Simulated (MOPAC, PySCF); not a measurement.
The scaffold NC-X carries different groups X. Gas-phase values, no solvent. One relaxed conformer stands for each flexible species; it need not be the lowest. Strings in code marks are SMILES.

Quantity: vertical ionisation energy (energy after one electron is removed minus that of the parent at the parent's geometry), in eV.

Level 1: PBE-D3(BJ)/def2-TZVP // B3LYP-D3(BJ)/def2-TZVP (PySCF)
Level 2: minus the HOMO energy of B3LYP/6-31G* // B3LYP-D3(BJ)/def2-TZVP (PySCF)
Level 3: minus the HOMO energy of HF/6-31G* // B3LYP-D3(BJ)/def2-TZVP (PySCF)
Level 4: minus the HOMO energy of PM6 // B3LYP-D3(BJ)/def2-TZVP (MOPAC)

```csv
species,level 2,level 3,level 4
`N#CO[SiH3]`,8.17,11.94,11.74
`CCC#N`,8.79,12.34,12.42
`COC#N`,7.95,11.80,11.28
`N#CO`,8.40,12.32,12.04
`C#N`,9.83,13.40,13.08
`CC#N`,8.93,12.49,12.75
```

Problem. What does level 1 give for each, and how far do the other levels lie from it on average?

Solution. 
- `N#CO[SiH3]`: 10.89
- `CCC#N`: 11.50
- `COC#N`: 10.91
- `N#CO`: 11.83
- `C#N`: 13.81
- `CC#N`: 12.14
Mean absolute difference from level 1, which has limits of its own, over these rows (drawn at random from the members that have all these levels): level 2 3.17 eV, level 3 0.67 eV, level 4 0.61 eV.
